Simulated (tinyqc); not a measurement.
UHF in the sto-3g basis, for BH2, spin multiplicity 2, step by step (part 2 of 2). Computed by tinyqc, a small Python program that keeps every step (integrals from PySCF). Command: `OMP_NUM_THREADS=1 python tinyqc.py 30253 30254 out.jsonl` (the two numbers bound the seeds that draw the settings). One thread of a shared host (Intel(R) Xeon(R) Processor @ 2.60GHz), about 0.1 s of CPU time with the checks.

Geometry (angstrom):
```
atom        x         y        z
B     0.00000   0.00000  0.00000
H     0.00000   1.00700  0.47800
H     0.00000  -1.00700  0.47800
```

## Iteration 2: building the Fock matrix

D(alpha) after iteration 1:
```
           1B 1s     1B 2s    1B 2px    1B 2py    1B 2pz     2H 1s     3H 1s
1B 1s    1.06156  -0.21472   0.00873  -0.01182   0.05952  -0.04769  -0.04661
1B 2s   -0.21472   0.85105  -0.06569   0.06632  -0.27106   0.07625   0.04311
1B 2px   0.00873  -0.06569   0.41534   0.23953   0.28331   0.19131  -0.06092
1B 2py  -0.01182   0.06632   0.23953   0.33135  -0.12061   0.10498  -0.21049
1B 2pz   0.05952  -0.27106   0.28331  -0.12061   0.61761   0.12795   0.20401
2H 1s   -0.04769   0.07625   0.19131   0.10498   0.12795   0.10408  -0.00470
3H 1s   -0.04661   0.04311  -0.06092  -0.21049   0.20401  -0.00470   0.18974
```

D(beta) after iteration 1:
```
           1B 1s     1B 2s    1B 2px    1B 2py    1B 2pz     2H 1s     3H 1s
1B 1s    1.06275  -0.20375   0.00357  -0.02133   0.04147  -0.03740  -0.05071
1B 2s   -0.20375   0.61228   0.05189   0.06561  -0.06505   0.19257   0.13520
1B 2px   0.00357   0.05189   0.16396   0.24144  -0.07475   0.07888  -0.13896
1B 2py  -0.02133   0.06561   0.24144   0.35665  -0.11021   0.11255  -0.20830
1B 2pz   0.04147  -0.06505  -0.07475  -0.11021   0.03780  -0.04707   0.05132
2H 1s   -0.03740   0.19257   0.07888   0.11255  -0.04707   0.08544  -0.01619
3H 1s   -0.05071   0.13520  -0.13896  -0.20830   0.05132  -0.01619   0.17186
```

core Hamiltonian H = T + V (hartree):
```
            1B 1s     1B 2s    1B 2px    1B 2py    1B 2pz     2H 1s     3H 1s
1B 1s   -13.27055  -3.44305   0.00000   0.00000  -0.01816  -1.02103  -1.02103
1B 2s    -3.44305  -4.31714   0.00000   0.00000  -0.15095  -2.07782  -2.07782
1B 2px    0.00000   0.00000  -3.43228   0.00000   0.00000   0.00000   0.00000
1B 2py    0.00000   0.00000   0.00000  -3.65307   0.00000  -1.62008   1.62008
1B 2pz   -0.01816  -0.15095   0.00000   0.00000  -3.48202  -0.80129  -0.80129
2H 1s    -1.02103  -2.07782   0.00000  -1.62008  -0.80129  -3.05646  -0.50423
3H 1s    -1.02103  -2.07782   0.00000   1.62008  -0.80129  -0.50423  -3.05646
```

nuclear repulsion = 5.0100547 hartree

Given earlier and not repeated: Two-electron integrals (ij|kl) in chemists' order.

J_ij = sum D_kl (ij|kl) with D = D(alpha) + D(beta), K_ij = sum D_kl (ik|jl) for each spin; F = H + J - K(s); E = tr D H + tr D J / 2 - 0.5 sum_s tr D(s) K(s) + E_nn.

Coulomb J (hartree):
```
           1B 1s     1B 2s    1B 2px    1B 2py    1B 2pz    2H 1s     3H 1s
1B 1s    9.18007   1.90275   0.00094  -0.00169   0.00187  0.55825   0.55923
1B 2s    1.90275   4.04655   0.00310  -0.01974   0.03125  1.86319   1.90285
1B 2px   0.00094   0.00310   4.00028   0.03915   0.01381  0.01529  -0.00914
1B 2py  -0.00169  -0.01974   0.03915   4.09984  -0.02675  1.57418  -1.63368
1B 2pz   0.00187   0.03125   0.01381  -0.02675   4.02651  0.74641   0.78004
2H 1s    0.55825   1.86319   0.01529   1.57418   0.74641  3.06498   0.42455
3H 1s    0.55923   1.90285  -0.00914  -1.63368   0.78004  0.42455   3.21465
```

exchange K(alpha) (hartree):
```
           1B 1s     1B 2s    1B 2px    1B 2py    1B 2pz    2H 1s     3H 1s
1B 1s    2.98519   0.56923   0.00051  -0.00185   0.00365  0.16834   0.17196
1B 2s    0.56923   0.79536  -0.00418  -0.00118  -0.02645  0.39393   0.42264
1B 2px   0.00051  -0.00418   0.40687   0.18711   0.17056  0.13740  -0.05330
1B 2py  -0.00185  -0.00118   0.18711   0.56122  -0.10080  0.24903  -0.33125
1B 2pz   0.00365  -0.02645   0.17056  -0.10080   0.60124  0.10061   0.20355
2H 1s    0.16834   0.39393   0.13740   0.24903   0.10061  0.42952   0.11332
3H 1s    0.17196   0.42264  -0.05330  -0.33125   0.20355  0.11332   0.57223
```

exchange K(beta) (hartree):
```
           1B 1s    1B 2s    1B 2px    1B 2py    1B 2pz    2H 1s     3H 1s
1B 1s    2.97160  0.53700   0.01038  -0.00322   0.02123  0.16735   0.16722
1B 2s    0.53700  0.65735   0.01800   0.00638   0.03086  0.36851   0.38503
1B 2px   0.01038  0.01800   0.22700   0.18079  -0.04762  0.08280  -0.09673
1B 2py  -0.00322  0.00638   0.18079   0.54485  -0.09795  0.25256  -0.32198
1B 2pz   0.02123  0.03086  -0.04762  -0.09795   0.17317  0.01662   0.12029
2H 1s    0.16735  0.36851   0.08280   0.25256   0.01662  0.39978   0.08864
3H 1s    0.16722  0.38503  -0.09673  -0.32198   0.12029  0.08864   0.52594
```

F(alpha) (hartree):
```
           1B 1s     1B 2s    1B 2px    1B 2py    1B 2pz     2H 1s     3H 1s
1B 1s   -7.07567  -2.10953   0.00043   0.00016  -0.01994  -0.63112  -0.63377
1B 2s   -2.10953  -1.06595   0.00728  -0.01856  -0.09325  -0.60855  -0.59761
1B 2px   0.00043   0.00728   0.16113  -0.14796  -0.15675  -0.12210   0.04416
1B 2py   0.00016  -0.01856  -0.14796  -0.11445   0.07405  -0.29492   0.31765
1B 2pz  -0.01994  -0.09325  -0.15675   0.07405  -0.05676  -0.15549  -0.22480
2H 1s   -0.63112  -0.60855  -0.12210  -0.29492  -0.15549  -0.42099  -0.19301
3H 1s   -0.63377  -0.59761   0.04416   0.31765  -0.22480  -0.19301  -0.41404
```

F(beta) (hartree):
```
           1B 1s     1B 2s    1B 2px    1B 2py    1B 2pz     2H 1s     3H 1s
1B 1s   -7.06208  -2.07729  -0.00944   0.00154  -0.03752  -0.63014  -0.62903
1B 2s   -2.07729  -0.92794  -0.01490  -0.02612  -0.15055  -0.58313  -0.55999
1B 2px  -0.00944  -0.01490   0.34101  -0.14164   0.06143  -0.06751   0.08760
1B 2py   0.00154  -0.02612  -0.14164  -0.09808   0.07120  -0.29846   0.30838
1B 2pz  -0.03752  -0.15055   0.06143   0.07120   0.37132  -0.07150  -0.14154
2H 1s   -0.63014  -0.58313  -0.06751  -0.29846  -0.07150  -0.39126  -0.16832
3H 1s   -0.62903  -0.55999   0.08760   0.30838  -0.14154  -0.16832  -0.36775
```

total energy of this density = -25.0433604 hartree

## Iteration 2: diagonalisation and new density

X:
```
               1         2         3        4         5         6        7
1B 1s   -0.29982   0.00000   0.81131  0.00000  -0.55703   0.00000  0.19261
1B 2s    1.38349   0.00000  -0.29118  0.00000  -0.23478   0.00000  0.45186
1B 2px   0.00000   0.00000   0.00000  1.00000   0.00000   0.00000  0.00000
1B 2py   0.00000   1.26538   0.00000  0.00000   0.00000   0.58347  0.00000
1B 2pz   0.54403   0.00000   0.58832  0.00000   0.72812   0.00000  0.16865
2H 1s   -0.93118  -0.97792  -0.17506  0.00000   0.12796   0.37749  0.35393
3H 1s   -0.93118   0.97792  -0.17506  0.00000   0.12796  -0.37749  0.35393
```

Diagonalise F' = X^T F X, C = X C', fill 4 alpha and 3 beta electrons from the bottom; D(s) = C_occ C_occ^T. Each column has its largest component positive (the first on a tie).

F' = X^T F X (alpha) (hartree):
```
          1         2         3         4         5         6         7
1   0.65108  -0.03598   0.41378  -0.00277  -0.16029   0.00681   0.08184
2  -0.03598   0.90338   0.01081  -0.02463   0.02776   0.13818   0.01072
3   0.41378   0.01081  -3.48054  -0.08034   2.97547   0.04419  -1.74447
4  -0.00277  -0.02463  -0.08034   0.16113  -0.12606  -0.14909  -0.05065
5  -0.16029   0.02776   2.97547  -0.12606  -2.62610   0.05477   1.55090
6   0.00681   0.13818   0.04419  -0.14909   0.05477  -0.37278   0.00891
7   0.08184   0.01072  -1.74447  -0.05065   1.55090   0.00891  -1.62107
```

orbital energies (alpha) (hartree): MO1 -7.08315, MO2 -0.63107, MO3 -0.42622, MO4 -0.14555, MO5 0.26658, MO6 0.70810, MO7 0.92640

coefficients C (alpha):
```
             MO1       MO2       MO3       MO4       MO5       MO6       MO7
1B 1s    0.98943  -0.23044   0.00215   0.13177  -0.06200  -0.20324   0.03019
1B 2s    0.04264   0.55982  -0.01652  -0.53532   0.30820   1.23653  -0.17907
1B 2px  -0.00005   0.06285  -0.21676   0.42402   0.87195  -0.07373  -0.05952
1B 2py   0.00041   0.00109  -0.44500  -0.03200   0.00838   0.16723   1.30941
1B 2pz   0.00696   0.15933   0.08577   0.75158  -0.29799   0.71585  -0.04214
2H 1s   -0.00965   0.35281  -0.44438   0.15607  -0.35212  -1.02025  -0.79178
3H 1s   -0.00879   0.32717   0.47037   0.13440   0.02882  -0.83462   1.04611
```

F' = X^T F X (beta) (hartree):
```
          1         2         3         4         5         6         7
1   0.71595  -0.03669   0.39935  -0.00307  -0.18610   0.00655   0.14973
2  -0.03669   0.94089   0.01197  -0.02755   0.02103   0.13989   0.01210
3   0.39935   0.01197  -3.34992   0.02930   3.16652   0.04790  -1.71275
4  -0.00307  -0.02755   0.02930   0.34101   0.05606  -0.14119   0.00892
5  -0.18610   0.02103   3.16652   0.05606  -2.31642   0.05447   1.61020
6   0.00655   0.13989   0.04790  -0.14119   0.05447  -0.36089  -0.00037
7   0.14973   0.01210  -1.71275   0.00892   1.61020  -0.00037  -1.52786
```

orbital energies (beta) (hartree): MO1 -7.06757, MO2 -0.54294, MO3 -0.40862, MO4 0.30999, MO5 0.41241, MO6 0.77480, MO7 0.96467

coefficients C (beta):
```
             MO1       MO2       MO3       MO4       MO5       MO6       MO7
1B 1s    0.99126  -0.22537  -0.00616  -0.10545   0.10117  -0.19856   0.03595
1B 2s    0.03484   0.53046   0.00161   0.49405  -0.49536   1.20128  -0.20730
1B 2px   0.00128   0.00367  -0.18816   0.66096   0.72336   0.01376  -0.06541
1B 2py  -0.00040   0.02313  -0.44666   0.02911  -0.02854   0.19186   1.30503
1B 2pz   0.00825   0.06274   0.09808  -0.54423   0.50173   0.79709  -0.06162
2H 1s   -0.00626   0.41337  -0.42867  -0.38912   0.19096  -0.99841  -0.77385
3H 1s   -0.00688   0.34084   0.48849  -0.03244   0.26542  -0.76713   1.05990
```

D(alpha) after iteration 2:
```
           1B 1s     1B 2s    1B 2px    1B 2py    1B 2pz     2H 1s     3H 1s
1B 1s    1.04944  -0.15739   0.04087  -0.00502   0.06938  -0.07124  -0.06537
1B 2s   -0.15739   0.60206  -0.18822   0.02511  -0.31426   0.12089   0.10307
1B 2px   0.04087  -0.18822   0.23073   0.08296   0.31011   0.18468  -0.02441
1B 2py  -0.00502   0.02511   0.08296   0.19905  -0.06204   0.19313  -0.21326
1B 2pz   0.06938  -0.31426   0.31011  -0.06204   0.59767   0.13534   0.19342
2H 1s   -0.07124   0.12089   0.18468   0.19313   0.13534   0.34640  -0.07253
3H 1s   -0.06537   0.10307  -0.02441  -0.21326   0.19342  -0.07253   0.34643
```

D(beta) after iteration 2:
```
           1B 1s     1B 2s    1B 2px    1B 2py    1B 2pz     2H 1s     3H 1s
1B 1s    1.03343  -0.08503   0.00160  -0.00286  -0.00657  -0.09673  -0.08665
1B 2s   -0.08503   0.28261   0.00169   0.01154   0.03373   0.21837   0.18134
1B 2px   0.00160   0.00169   0.03542   0.08413  -0.01821   0.08217  -0.09067
1B 2py  -0.00286   0.01154   0.08413   0.20004  -0.04236   0.20104  -0.21030
1B 2pz  -0.00657   0.03373  -0.01821  -0.04236   0.01362  -0.01616   0.06924
2H 1s   -0.09673   0.21837   0.08217   0.20104  -0.01616   0.35467  -0.06847
3H 1s   -0.08665   0.18134  -0.09067  -0.21030   0.06924  -0.06847   0.35484
```

## Iteration 61 (converged): orbitals

converged F(alpha) (hartree):
```
           1B 1s     1B 2s    1B 2px    1B 2py    1B 2pz     2H 1s     3H 1s
1B 1s   -7.36804  -2.17291  -0.00001   0.00000  -0.00640  -0.65187  -0.65187
1B 2s   -2.17291  -1.13838   0.00009   0.00000   0.00823  -0.62892  -0.62892
1B 2px  -0.00001   0.00009   0.23778   0.00000  -0.00029  -0.00003  -0.00003
1B 2py   0.00000   0.00000   0.00000  -0.25994   0.00000  -0.36413   0.36413
1B 2pz  -0.00640   0.00823  -0.00029   0.00000  -0.24064  -0.18174  -0.18174
2H 1s   -0.65187  -0.62892  -0.00003  -0.36413  -0.18174  -0.45104  -0.18215
3H 1s   -0.65187  -0.62892  -0.00003   0.36413  -0.18174  -0.18215  -0.45104
```

converged F(beta) (hartree):
```
           1B 1s     1B 2s    1B 2px    1B 2py    1B 2pz     2H 1s     3H 1s
1B 1s   -7.33812  -2.15110  -0.00001   0.00000  -0.00656  -0.64410  -0.64410
1B 2s   -2.15110  -0.94801  -0.00008   0.00000  -0.22206  -0.60039  -0.60039
1B 2px  -0.00001  -0.00008   0.28984   0.00000   0.00003  -0.00003  -0.00003
1B 2py   0.00000   0.00000   0.00000  -0.20164   0.00000  -0.35697   0.35697
1B 2pz  -0.00656  -0.22206   0.00003   0.00000   0.25605  -0.17765  -0.17765
2H 1s   -0.64410  -0.60039  -0.00003  -0.35697  -0.17765  -0.44562  -0.17139
3H 1s   -0.64410  -0.60039  -0.00003   0.35697  -0.17765  -0.17139  -0.44562
```

As before.

F' = X^T F X (alpha) (hartree):
```
          1        2         3         4         5         6         7
1   0.68779  0.00000   0.45628   0.00003  -0.17579   0.00000   0.10069
2   0.00000  0.87187   0.00000   0.00000   0.00000   0.07427   0.00000
3   0.45628  0.00000  -3.73375  -0.00019   2.98582   0.00000  -1.78779
4   0.00003  0.00000  -0.00019   0.23778  -0.00023   0.00000  -0.00004
5  -0.17579  0.00000   2.98582  -0.00023  -2.86952   0.00000   1.62683
6   0.00000  0.07427   0.00000   0.00000   0.00000  -0.48592   0.00000
7   0.10069  0.00000  -1.78779  -0.00004   1.62683   0.00000  -1.67213
```

orbital energies (alpha) (hartree): MO1 -7.37402, MO2 -0.66092, MO3 -0.48997, MO4 -0.29846, MO5 0.23778, MO6 0.74579, MO7 0.87592

coefficients C (alpha):
```
             MO1       MO2       MO3       MO4       MO5       MO6       MO7
1B 1s    0.99077  -0.24178   0.00000   0.10419  -0.00007  -0.21111   0.00000
1B 2s    0.03683   0.61635   0.00000  -0.47176   0.00033   1.28620   0.00000
1B 2px   0.00000  -0.00002   0.00000   0.00057   1.00000  -0.00004   0.00000
1B 2py   0.00000   0.00000   0.51369   0.00000   0.00000   0.00000   1.29528
1B 2pz   0.00368   0.04106   0.00000   0.86231  -0.00046   0.67483   0.00000
2H 1s   -0.00702   0.32670   0.43018   0.19502  -0.00014  -0.94582  -0.95591
3H 1s   -0.00702   0.32670  -0.43018   0.19502  -0.00014  -0.94582   0.95591
```

F' = X^T F X (beta) (hartree):
```
          1        2         3         4         5         6         7
1   0.71861  0.00000   0.39740  -0.00003  -0.23243   0.00000   0.14517
2   0.00000  0.91954   0.00000   0.00000   0.00000   0.11993   0.00000
3   0.39740  0.00000  -3.45687   0.00004   3.28025   0.00000  -1.80906
4  -0.00003  0.00000   0.00004   0.28984   0.00003   0.00000  -0.00005
5  -0.23243  0.00000   3.28025   0.00003  -2.50543   0.00000   1.59092
6   0.00000  0.11993   0.00000   0.00000   0.00000  -0.46129   0.00000
7   0.14517  0.00000  -1.80906  -0.00005   1.59092   0.00000  -1.62393
```

orbital energies (beta) (hartree): MO1 -7.34317, MO2 -0.60605, MO3 -0.47163, MO4 0.28984, MO5 0.31746, MO6 0.76414, MO7 0.92988

coefficients C (beta):
```
             MO1       MO2       MO3       MO4       MO5       MO6       MO7
1B 1s    0.99165  -0.21366   0.00000  -0.00030   0.14856  -0.21073   0.00000
1B 2s    0.03352   0.49533   0.00000   0.00126  -0.61375   1.27865   0.00000
1B 2px   0.00000   0.00006   0.00000   1.00000   0.00203  -0.00004   0.00000
1B 2py   0.00000   0.00000   0.47263   0.00000   0.00000   0.00000   1.31082
1B 2pz   0.00430   0.16514   0.00000  -0.00164   0.81861   0.70942   0.00000
2H 1s   -0.00652   0.37956   0.46009  -0.00041   0.17188  -0.93045  -0.94189
3H 1s   -0.00652   0.37956  -0.46009  -0.00041   0.17188  -0.93045   0.94189
```

D(alpha) after iteration 61:
```
           1B 1s     1B 2s    1B 2px    1B 2py    1B 2pz     2H 1s     3H 1s
1B 1s    1.05093  -0.16168   0.00007   0.00000   0.08356  -0.06562  -0.06562
1B 2s   -0.16168   0.60379  -0.00028   0.00000  -0.38136   0.10910   0.10910
1B 2px   0.00007  -0.00028   0.00000   0.00000   0.00049   0.00010   0.00010
1B 2py   0.00000   0.00000   0.00000   0.26388   0.00000   0.22098  -0.22098
1B 2pz   0.08356  -0.38136   0.00049   0.00000   0.74529   0.18155   0.18155
2H 1s   -0.06562   0.10910   0.00010   0.22098   0.18155   0.32987  -0.04025
3H 1s   -0.06562   0.10910   0.00010  -0.22098   0.18155  -0.04025   0.32987
```

D(beta) after iteration 61:
```
           1B 1s     1B 2s    1B 2px    1B 2py    1B 2pz     2H 1s     3H 1s
1B 1s    1.02902  -0.07259  -0.00001   0.00000  -0.03102  -0.08756  -0.08756
1B 2s   -0.07259   0.24648   0.00003   0.00000   0.08194   0.18779   0.18779
1B 2px  -0.00001   0.00003   0.00000   0.00000   0.00001   0.00002   0.00002
1B 2py   0.00000   0.00000   0.00000   0.22338   0.00000   0.21745  -0.21745
1B 2pz  -0.03102   0.08194   0.00001   0.00000   0.02729   0.06265   0.06265
2H 1s   -0.08756   0.18779   0.00002   0.21745   0.06265   0.35579  -0.06757
3H 1s   -0.08756   0.18779   0.00002  -0.21745   0.06265  -0.06757   0.35579
```

## Convergence

Stop when the energy changes by less than 1e-08 hartree and every element of the error matrix X^T (F D S - S D F) X (for each spin) is below 3e-05.

Course of the cycle:
```
iteration  E (hartree)     change  largest element of the error matrix
1          -14.8321376          -                             2.78e+00
2          -25.0433604  -1.02e+01                             2.30e-01
3          -25.3530289  -3.10e-01                             7.07e-02
4          -25.3868414  -3.38e-02                             3.89e-02
5          -25.3965975  -9.76e-03                             2.14e-02
6          -25.4001029  -3.51e-03                             1.36e-02
7          -25.4018158  -1.71e-03                             1.23e-02
8          -25.4029096  -1.09e-03                             1.11e-02
9          -25.4037182  -8.09e-04                             1.00e-02
10         -25.4043520  -6.34e-04                             9.02e-03
11         -25.4048584  -5.06e-04                             8.10e-03
12         -25.4052650  -4.07e-04                             7.27e-03
13         -25.4055917  -3.27e-04                             6.51e-03
14         -25.4058538  -2.62e-04                             5.83e-03
...                ...        ...                                  ...
48         -25.4068962  -1.17e-07                             1.23e-04
49         -25.4068963  -9.33e-08                             1.10e-04
50         -25.4068964  -7.43e-08                             9.79e-05
51         -25.4068964  -5.92e-08                             8.73e-05
52         -25.4068965  -4.71e-08                             7.79e-05
53         -25.4068965  -3.75e-08                             6.95e-05
54         -25.4068965  -2.99e-08                             6.21e-05
55         -25.4068966  -2.38e-08                             5.54e-05
56         -25.4068966  -1.90e-08                             4.94e-05
57         -25.4068966  -1.51e-08                             4.41e-05
58         -25.4068966  -1.20e-08                             3.93e-05
59         -25.4068966  -9.57e-09                             3.51e-05
60         -25.4068966  -7.62e-09                             3.13e-05
61         -25.4068966  -6.07e-09                             2.80e-05
```

PySCF UHF in the same basis, after a stability check = -25.4068967 hartree

Converged in 61 iterations.

## Populations, bond orders and dipole

overlap S:
```
          1B 1s    1B 2s   1B 2px    1B 2py   1B 2pz    2H 1s     3H 1s
1B 1s   1.00000  0.26933  0.00000   0.00000  0.00000  0.07899   0.07899
1B 2s   0.26933  1.00000  0.00000   0.00000  0.00000  0.51536   0.51536
1B 2px  0.00000  0.00000  1.00000   0.00000  0.00000  0.00000   0.00000
1B 2py  0.00000  0.00000  0.00000   1.00000  0.00000  0.46285  -0.46285
1B 2pz  0.00000  0.00000  0.00000   0.00000  1.00000  0.21971   0.21971
2H 1s   0.07899  0.51536  0.00000   0.46285  0.21971  1.00000   0.11650
3H 1s   0.07899  0.51536  0.00000  -0.46285  0.21971  0.11650   1.00000
```

Mulliken: Z minus the diagonal of D S on the atom; Loewdin: the same with S^(1/2) D S^(1/2); Mayer order: 2 sum_s sum (D(s) S)_ij (D(s) S)_ji over the two atoms.

Charges (e):
```
atom  Mulliken   Loewdin  Mulliken spin
1B     0.14116   0.11538        1.06761
2H    -0.07058  -0.05769       -0.03380
3H    -0.07058  -0.05769       -0.03380
```

Mayer bond orders:
```
pair    order
2-1   0.99246
3-1   0.99246
3-2   0.00142
```

dipole moment about the origin, x y z (debye): 0.00071  0.00000  -0.12333

<S^2> of the determinant (pure state: 0.75) = 0.75171
